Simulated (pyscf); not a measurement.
This saddle point was located with ωB97X-D3(BJ)/def2-SVP in PySCF.

```xyz
9

Si    -0.1191     0.1802    -0.0529
O      1.0566    -0.9333     0.3416
O     -1.5785    -0.6079     0.0176
H     -0.3563     1.4028     1.0862
H      0.1662     0.7274    -1.4211
H      1.9722    -0.7144     0.1407
H     -1.6197    -1.4949    -0.3573
N     -0.9561     2.1031     2.0435
H     -1.7986     1.4915     2.1158
```
Charge 0, spin multiplicity 3.

Surface: triplet, charge 0. Lowest wavenumbers (cm⁻¹): 1593i, 63, 89, 158, 161.

Q: Which two sides does it connect, and which bonds change?

A: HO–SiH₂–OH + NH [triplet] ⇌ HO–SiH•–OH + NH₂•, a hydrogen abstraction read from left to right: H–Si broken and H–N formed. At ωB97M-D3(BJ)/def2-TZVP it lies +12.8 kcal/mol from the left side and +10.3 kcal/mol from the right (each side as separated species at their lowest minima found). HO–SiH•–OH + NH₂• also meet on a surface of lower spin, which isn't treated here. One saddle was located; it need not be the lowest between these sides. The angle at the transferred H is 159°.
